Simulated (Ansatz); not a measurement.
Below is the output of a Python script on the Ansatz DFT code, driven from Python that makes a ladder of methods at one geometry of C3H5Cl, SMILES ClC1CC1. Write a script that gives it. Use (for the species named): LC-wPBE, cc-pVDZ basis, multiplicity 1. The script varies functional: lc_wpbe, lda, r2scan0, hf.

```console
$ python c3h5cl.py
functional    E (Ha)        dipole (D)   HOMO (eV)  LUMO (eV)
lc_wpbe       -577.295335     1.943     -10.414      3.315
lda           -574.889543     1.797      -6.352     -0.461
r2scan0       -577.378770     1.974      -7.817      0.946
hf            -575.976432     2.115     -10.726      4.606
```

One script that gives this output:

Script `c3h5cl.py`:
```python
"""C3H5Cl at several levels of theory."""

from pathlib import Path

import ansatz
import numpy as np
from rdkit import Chem
from rdkit.Chem import AllChem

# start geometry from RDKit
rd = Chem.AddHs(Chem.MolFromSmiles("ClC1CC1"))
AllChem.EmbedMolecule(rd, randomSeed=495)
AllChem.UFFOptimizeMolecule(rd)
system = ansatz.Crystal.molecule()
for atom, xyz in zip(rd.GetAtoms(), rd.GetConformer().GetPositions()):
    system = system.atom(atom.GetSymbol(), xyz.round(5).tolist())

base = system.calculation().basis(gaussian="cc-pVDZ")

print("functional    E (Ha)        dipole (D)   HOMO (eV)  LUMO (eV)")
for name in ["lc_wpbe", "lda", "r2scan0", "hf"]:
    r = base.functional(name).forces().orbitals().run(threads=1, runs_dir="runs").report
    lines = Path(r["orbitals_path"]).read_text().splitlines()
    field_of = lambda key: [line.split("=")[1].strip() for line in lines if line.startswith(key)]
    orbitals = [(27.211386 * float(e), s, float(n)) for e, s, n in zip(field_of("Ene="), field_of("Spin="), field_of("Occup="))]
    homo = max(e for e, _, n in orbitals if n > 0.5)
    lumo = min(e for e, _, n in orbitals if n < 0.5)
    dipole = 4.803205 * np.linalg.norm(r["charge_distribution"]["dipole_moment_e_ang"])
    print(f"{name:10s} {r['free_energy_ev'] / 27.211386246:14.6f} {dipole:9.3f} {homo:11.3f} {lumo:10.3f}")
```

What to keep in mind:
- Total energies depend on the basis set; only differences at equal settings carry meaning.
- The geometry is a force-field or estimated start, not a minimum of this method, and the basis set is short of its limit. A lower total doesn't mark the better method: functionals have no common bound, and MP2 and coupled cluster aren't variational.
- Levels such as HOMO and LUMO are orbital energies: with these approximate functionals they aren't the ionisation energy and electron affinity, and their gap isn't the fundamental gap.
- For Al to Cl the sets with a tight d function, cc-pV(X+d)Z, are usual.
- The whole script took 7.5 s on 1 thread of AMD EPYC 9R14 (Zen 4) (shared host), peak memory 0.3 GiB.

(Lines on the test bed's own set-up are left out of the output.)
